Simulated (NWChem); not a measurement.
The numbers come from NWChem runs, not from measurements. System: CHCl3, charge 0, spin multiplicity 1, displaced from the optimised geometry. Level: MP2/cc-pVDZ, 16 core orbitals frozen, spin-restricted.

Job file:

```
start mol
memory heap 200 mb stack 900 mb global 1100 mb
geometry units angstroms nocenter noautoz noautosym
  Cl     0.851745    -0.066279     1.472644
  C     -0.009249     0.452824     0.000000
  Cl     0.851745    -0.066279    -1.472644
  Cl    -1.563244    -0.072525     0.000000
  H     -0.031481     1.546068     0.000000
end
basis spherical
  * library cc-pvdz
end
scf
  rhf
  nopen 0
  maxiter 100
  thresh 1e-7
  semidirect memsize 60000000 filesize 0
end
mp2
  freeze core 16
end
task mp2 energy
```

NWChem printed:

```
             Northwest Computational Chemistry Package (NWChem) 7.3.0
             --------------------------------------------------------

                                NWChem Input Module
                                -------------------

 Scaling coordinates for geometry "geometry" by  1.889725989
 (inverse scale =  0.529177249)

                             Geometry "geometry" -> ""
                             -------------------------

 Output coordinates in angstroms (scale by  1.889725989 to convert to a.u.)

  No.       Tag          Charge          X              Y              Z
 ---- ---------------- ---------- -------------- -------------- --------------
    1 Cl                  17.0000     0.85174500    -0.06627900     1.47264400
    2 C                    6.0000    -0.00924900     0.45282400     0.00000000
    3 Cl                  17.0000     0.85174500    -0.06627900    -1.47264400
    4 Cl                  17.0000    -1.56324400    -0.07252500     0.00000000
    5 H                    1.0000    -0.03148100     1.54606800     0.00000000

 Effective nuclear repulsion energy (a.u.)     268.0825757639

            Nuclear Dipole moment (a.u.)
            ----------------------------
        X                 Y               Z
 ---------------- ---------------- ----------------
     4.3410917690     1.4675630925     0.0000000000


 Summary of "ao basis" -> "" (spherical)
 ------------------------------------------------------------------------------
       Tag                 Description            Shells   Functions and Types
 ---------------- ------------------------------  ------  ---------------------
 *                          cc-pvdz                   on all atoms

 Summary of "ao basis" -> "ao basis" (spherical)
 ------------------------------------------------------------------------------
       Tag                 Description            Shells   Functions and Types
 ---------------- ------------------------------  ------  ---------------------
 Cl                         cc-pvdz                  8       18   4s3p1d
 C                          cc-pvdz                  6       14   3s2p1d
 H                          cc-pvdz                  3        5   2s1p

                                 NWChem SCF Module
                                 -----------------

  ao basis        = "ao basis"
  functions       =    73
  atoms           =     5
  closed shells   =    29
  open shells     =     0
  charge          =   0.00
  wavefunction    = RHF
  use symmetry    = F
  symmetry adapt  = F

 Summary of "ao basis" -> "ao basis" (spherical)
 ------------------------------------------------------------------------------
       Tag                 Description            Shells   Functions and Types
 ---------------- ------------------------------  ------  ---------------------
 Cl                         cc-pvdz                  8       18   4s3p1d
 C                          cc-pvdz                  6       14   3s2p1d
 H                          cc-pvdz                  3        5   2s1p

 Forming initial guess at       0.0s

      Superposition of Atomic Density Guess
      -------------------------------------

 Sum of atomic energies:       -1416.59056454

      Non-variational initial energy
      ------------------------------

 Total energy =   -1417.848532
 1-e energy   =   -2491.008470
 2-e energy   =     805.077362
 HOMO         =      -0.353860
 LUMO         =       0.039392

 Starting SCF solution at       3.2s
[...]
     4     -0.492522  1 Cl s                 36     -0.492522  3 Cl s
    61     -0.388717  4 Cl px                25      0.302690  2 C  px
    20      0.277382  2 C  s                 54     -0.263295  4 Cl s

 Vector   31  Occ=0.000000D+00  E= 1.821722D-01
              MO Center=  3.1D-01,  1.6D-01,  2.4D-11, r^2= 3.7D+00
   Bfn.  Coefficient  Atom+Function         Bfn.  Coefficient  Atom+Function
  ----- ------------  ---------------      ----- ------------  ---------------
    27      1.296551  2 C  pz                 4     -0.710129  1 Cl s
    36      0.710129  3 Cl s                 13      0.514551  1 Cl pz
    45      0.514551  3 Cl pz                24      0.484252  2 C  pz
    11      0.452625  1 Cl px                43     -0.452625  3 Cl px
    63     -0.348956  4 Cl pz                12     -0.289444  1 Cl py

 Vector   32  Occ=0.000000D+00  E= 1.830078D-01
              MO Center=  3.8D-02,  1.5D+00, -2.4D-11, r^2= 3.5D+00
   Bfn.  Coefficient  Atom+Function         Bfn.  Coefficient  Atom+Function
  ----- ------------  ---------------      ----- ------------  ---------------
    70      2.027545  5 H  s                 26     -1.282166  2 C  py
    21     -0.713687  2 C  s                  4     -0.360062  1 Cl s
    36     -0.360062  3 Cl s                 13      0.348700  1 Cl pz
    45     -0.348700  3 Cl pz                25      0.333672  2 C  px
    23     -0.316720  2 C  py                62      0.215057  4 Cl py

 center of mass
 --------------
 x =   0.07630944 y =  -0.00287611 z =   0.00000000

 moments of inertia (a.u.)
 ------------------
         560.775047881882           0.270241441141           0.000000000000
           0.270241441141        1027.303880293176           0.000000000000
           0.000000000000           0.000000000000         504.814311876867

  Mulliken analysis of the total density
  --------------------------------------

    Atom       Charge   Shell Charges
 -----------   ------   -------------------------------------------------------
    1 Cl  17    17.05   2.00  2.01  0.94  0.99  6.00  3.03  2.05  0.04
    2 C    6     6.08   2.00  0.69  0.53  1.90  0.79  0.16
    3 Cl  17    17.05   2.00  2.01  0.94  0.99  6.00  3.03  2.05  0.04
    4 Cl  17    16.98   2.00  2.01  0.93  0.97  6.00  3.07  1.94  0.05
    5 H    1     0.84   0.74  0.07  0.03

       Multipole analysis of the density wrt the origin
       ------------------------------------------------

     L   x y z        total         open         nuclear
     -   - - -        -----         ----         -------
     0   0 0 0     -0.000000      0.000000     58.000000

     1   1 0 0     -0.206595      0.000000      4.341092
     1   0 1 0      0.493509      0.000000      1.467563
     1   0 0 1      0.000000      0.000000      0.000000

     2   2 0 0    -32.983793      0.000000    236.443416
     2   1 1 0     -0.074522      0.000000     -0.235096
     2   1 0 1      0.000000      0.000000      0.000000
     2   0 2 0    -31.250088      0.000000     13.782167
     2   0 1 1     -0.000000      0.000000      0.000000
     2   0 0 2    -33.446661      0.000000    263.312898

                   NWChem MP2 Semi-direct Energy/Gradient Module
                   ---------------------------------------------

  Basis functions       =     73
  Molecular orbitals    =     73
  Frozen core           =     16
  Frozen virtuals       =      0
  Active alpha occupied =     13
  Active beta occupied  =     13
  Active alpha virtual  =     44
  Active beta virtual   =     44
  Use MO symmetry       = F
  Use skeleton AO sym   = F

  AO/Fock/Back tols     =   1.0D-09  1.0D-09  1.0D-09

 GA uses MA = F    GA memory limited = T

 Available:
  local mem=  1.26D+08
 global mem=  1.44D+08
 local disk=  0.00D+00
  mp2_memr nvloc                    44
  nvloc new                    44
   1 passes of  13:        3145728                      25457                   5260150.
   1 passes of  13: M    126151819           G      144168542           F     123006091.

 Semi-direct pass number   1 of   1  for RHF alpha+beta  at        3.9s
  vrange nnbf                  2700
  mp2_eaftype                    20  avail_ma_in_mb                  1099
 EAF : mp2_eaftype filesize          20    2630075.
  mp2_eaf for mointskh                     20
Node 0 wrote     12.4 Mb in      0.0 s     Agg I/O rate:  1982.9 Mb/s
 Done moints_semi at       11.2s
  mp2_eaftype                    20  avail_ma_in_mb                  1079
 EAF : mp2_eaftype filesize          20    2630075.
  mp2_eaf for kh                    20
 Done maket at       11.2s
 Done multipass loop at       11.2s

          -------------------------------------------
          SCF energy               -1416.929479798519
          Correlation energy          -0.549725008662
          Singlet pairs               -0.325392219518
          Triplet pairs               -0.224332789145
          Total MP2 energy         -1417.479204807182
          -------------------------------------------

          ---------------------------------------------------
                    Spin Component Scaled (SCS) MP2
          Same spin pairs                     -0.149555192763
          Same spin scaling factor             0.333333333333
          Opposite spin pairs                 -0.400169815899
          Opposite spin scaling fact.          1.200000000000
          SCS-MP2 correlation energy          -0.530055510000
          Total SCS-MP2 energy             -1417.459535308520
          ---------------------------------------------------

 -----------------------
 Performance information
 -----------------------

 Timer overhead =  1.54D-07 seconds/call

               Nr. of calls         CPU time (s)                 Wall time (s)                GFlops
             ---------------    -------------------     ------------------------------   -------------------
Name         Min   Avg   Max    Min     Avg     Max     Min     Avg     Max   Mx/calls   Min     Max     Sum
mp2: moin     1     1     1    7.3     7.3     7.3      7.3     7.3     7.3     7.3      0.0     0.0     0.0
mp2: make     1     1     1   5.50E-2 5.50E-2 5.50E-2  5.50E-2 5.50E-2 5.50E-2 5.50E-2   0.0     0.0     0.0
mp2: tota     1     1     1    7.4     7.4     7.4      7.4     7.4     7.4     7.4      0.0     0.0     0.0

 The average no. of pstat calls per process was 3.00D+00
 with a timing overhead of 4.63D-07s

 Task  times  cpu:       11.2s     wall:       11.2s

 Total times  cpu:       11.2s     wall:       11.2s
```
